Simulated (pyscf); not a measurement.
Single points on ωB97X-D3(BJ)/def2-SVP structures (PySCF, gas phase).

**Question.** Estimate by transition-state theory the rate constant of H₃Ge–SnH₃ + H• -> SnH₃• + GeH₄ (doublet surface; Ge–Sn broken, Ge–H formed) at 900 K, with ωB97M-D3(BJ)/def2-TZVP energies (ideal gas, 1 atm, RRHO with modes under 100 cm⁻¹ raised to 100, one conformer, R ln 2 for chiral ones without a mode under 150 cm⁻¹; no tunnelling).

**Answer.** The electronic barrier is 3.4 kcal/mol and the thermal terms add +21.3, so ΔG‡ = 24.7 kcal/mol. With k_BT/h = 1.88e+13 s⁻¹ and RT = 1.788 kcal/mol, and a volume of 1.23e-19 cm³ per molecule at 1 atm, k = 2.3e-12 cm³ molecule⁻¹ s⁻¹. Wigner's tunnelling factor for 452i cm⁻¹ would be 1.02. A shift of 1 kcal/mol in the barrier changes k by a factor 1.7. One saddle was located; it need not be the lowest between these sides. The angle at the attacked Ge is 64° (front-side attack). Elements up to Kr have no core potential and no relativistic terms here. Elements past Kr carry the def2 core potentials, without spin-orbit coupling.
